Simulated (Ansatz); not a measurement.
## Ansatz (development build ahead of 0.2.0) run

```yaml
crystal:
  periodic: [false, false, false]
  atoms:
    - { symbol: B, position_ang: [0.0, 0.0, 0.0] }
    - { symbol: "N", position_ang: [0.0, 0.0, 1.7] }
basis:
  gaussian: { orbitals: def2-SVP }
hamiltonian:
  xc: hf
correlation:
  method: mp2
  frozen_orbitals: { B: 1, "N": 1 }
output:
  forces: true
```

The input is written out in the form of the current development build from the run's settings.

Results

- Converged: yes
- Reference energy: -78.78495 hartree
- Correlation energy: -0.16900 hartree
- Total energy: -78.95395 hartree
- Spin squared of the determinant: 0.000
- Stability test: minimum among restricted orbitals

Forces (eV/Å):
| atom | Fx | Fy | Fz |
| --- | --- | --- | --- |
| B1 | 0.000 | 0.000 | 3.963 |
| N2 | 0.000 | 0.000 | -3.963 |

Caution: bonds are stretched, where a single reference can fail; an unrestricted determinant lies well below; other determinants can give a lower correlated total.
